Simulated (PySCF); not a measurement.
C4H5NS.
Cartesian coordinates in Å at the GFN2-xTB level; atoms count from 1:
```xyz
11
C4H5NS angstrom
N      2.1088    0.1999   -0.1768
C      0.7334    0.1815   -0.0733
C     -0.0836   -0.8954    0.1025
C     -1.4553   -0.5518    0.0604
C     -1.6697    0.7688   -0.1382
S     -0.1844    1.6447   -0.2831
H      2.5441    1.0923   -0.0021
H      2.5750   -0.5727    0.2740
H      0.2814   -1.8956    0.2512
H     -2.2482   -1.2695    0.1741
H     -2.5960    1.3004   -0.2145
```

Method used: PBE0/pcSseg-1 in PySCF (dipole) on a GFN2-xTB geometry, gas phase.

Masses are those of the commonest isotopes; rigid-rotor values at the optimised geometry. 

(1) What are A, B and C (GHz)?

(2) What kind of rotor is it?

(3) What does the inertial defect say?

(4) List the rotational levels J(Ka,Kc) to J = 4 (MHz).

(5) Which lines would a microwave search look for?

Answers

(1) Ia = 94.98, Ib = 154.13, Ic = 248.70 u·Å²; 505379 MHz·u·Å²/I gives 5321, 3279 and 2032 MHz, that is A = 5.3210, B = 3.2790, C = 2.0321 GHz.

(2) An asymmetric top; Ray's κ = -0.242.

(3) Not planar: Δ = Ic − Ia − Ib = -0.40 u·Å². For a rigid frame Δ = −2 Σ m c², so Σ m c² = 0.20 u·Å² lies off the ab plane: 0.14 from hydrogen and 0.06 from heavier atoms. The atom farthest from that plane is 0.28 Å away.

(4) Above 0(0,0):
J = 1: 1(0,1) 5311, 1(1,1) 7353, 1(1,0) 8600
J = 2: 2(0,2) 15512, 2(1,2) 16728, 2(1,1) 20469, 2(2,1) 26595, 2(2,0) 27016
J = 3: 3(0,3) 30004, 3(1,3) 30561, 3(1,2) 37947, 3(2,2) 42528, 3(2,1) 44391, 3(3,1) 56086, 3(3,0) 56181
J = 4: 4(0,4) 48469, 4(1,4) 48680, 4(1,3) 60533, 4(2,3) 63436, 4(2,2) 68060, 4(3,2) 77962, 4(3,1) 78578, 4(4,1) 96095, 4(4,0) 96113

(5) The dipole components are |μa| = 1.42 D, |μb| = 0.39 D, |μc| = 0.99 D. The squared components, which scale the intensities, stand as 1.00 : 0.08 : 0.48 (a : b : c). Some lines, for components of 0.1 D or more:

```json
{"type": "a", "branch": "Q", "J(Ka,Kc)": "4(3,1) ← 4(3,2)", "MHz": "616", "lower level (cm⁻¹)": "2.601"}
{"type": "a", "branch": "Q", "J(Ka,Kc)": "1(1,0) ← 1(1,1)", "MHz": "1247", "lower level (cm⁻¹)": "0.245"}
{"type": "c", "branch": "Q", "J(Ka,Kc)": "1(1,1) ← 1(0,1)", "MHz": "2042", "lower level (cm⁻¹)": "0.177"}
{"type": "c", "branch": "Q", "J(Ka,Kc)": "4(2,3) ← 4(1,3)", "MHz": "2903", "lower level (cm⁻¹)": "2.019"}
{"type": "b", "branch": "Q", "J(Ka,Kc)": "1(1,0) ← 1(0,1)", "MHz": "3289", "lower level (cm⁻¹)": "0.177"}
{"type": "c", "branch": "Q", "J(Ka,Kc)": "2(2,1) ← 2(1,1)", "MHz": "6126", "lower level (cm⁻¹)": "0.683"}
{"type": "b", "branch": "Q", "J(Ka,Kc)": "3(2,1) ← 3(1,2)", "MHz": "6443", "lower level (cm⁻¹)": "1.266"}
{"type": "b", "branch": "Q", "J(Ka,Kc)": "4(2,2) ← 4(1,3)", "MHz": "7527", "lower level (cm⁻¹)": "2.019"}
{"type": "b", "branch": "R", "J(Ka,Kc)": "3(1,2) ← 2(2,1)", "MHz": "11352", "lower level (cm⁻¹)": "0.887"}
{"type": "b", "branch": "R", "J(Ka,Kc)": "2(1,2) ← 1(0,1)", "MHz": "11417", "lower level (cm⁻¹)": "0.177"}
{"type": "c", "branch": "Q", "J(Ka,Kc)": "3(3,1) ← 3(2,1)", "MHz": "11696", "lower level (cm⁻¹)": "1.481"}
{"type": "a", "branch": "R", "J(Ka,Kc)": "2(1,1) ← 1(1,0)", "MHz": "11869", "lower level (cm⁻¹)": "0.287"}
{"type": "a", "branch": "R", "J(Ka,Kc)": "3(0,3) ← 2(0,2)", "MHz": "14492", "lower level (cm⁻¹)": "0.517"}
{"type": "b", "branch": "Q", "J(Ka,Kc)": "4(2,3) ← 4(1,4)", "MHz": "14756", "lower level (cm⁻¹)": "1.624"}
{"type": "b", "branch": "R", "J(Ka,Kc)": "3(1,3) ← 2(0,2)", "MHz": "15048", "lower level (cm⁻¹)": "0.517"}
{"type": "b", "branch": "R", "J(Ka,Kc)": "4(0,4) ← 3(1,3)", "MHz": "17908", "lower level (cm⁻¹)": "1.019"}
{"type": "b", "branch": "R", "J(Ka,Kc)": "4(1,3) ← 3(2,2)", "MHz": "18004", "lower level (cm⁻¹)": "1.419"}
{"type": "a", "branch": "R", "J(Ka,Kc)": "4(1,4) ← 3(1,3)", "MHz": "18119", "lower level (cm⁻¹)": "1.019"}
{"type": "c", "branch": "R", "J(Ka,Kc)": "2(2,0) ← 1(1,0)", "MHz": "18416", "lower level (cm⁻¹)": "0.287"}
{"type": "a", "branch": "R", "J(Ka,Kc)": "4(2,3) ← 3(2,2)", "MHz": "20908", "lower level (cm⁻¹)": "1.419"}
{"type": "a", "branch": "R", "J(Ka,Kc)": "4(2,2) ← 3(2,1)", "MHz": "23670", "lower level (cm⁻¹)": "1.481"}
{"type": "c", "branch": "R", "J(Ka,Kc)": "4(2,3) ← 3(1,3)", "MHz": "32875", "lower level (cm⁻¹)": "1.019"}
{"type": "b", "branch": "R", "J(Ka,Kc)": "4(3,2) ← 3(2,1)", "MHz": "33571", "lower level (cm⁻¹)": "1.481"}
{"type": "c", "branch": "R", "J(Ka,Kc)": "4(3,1) ← 3(2,1)", "MHz": "34188", "lower level (cm⁻¹)": "1.481"}
```

GFN2-xTB frequencies: not computed here. Zero-point vibration and centrifugal distortion are left out. A rigid rotor knows nothing of inversion at nitrogen, which can split or shift real lines. Quadrupole hyperfine structure (14N) is left out.
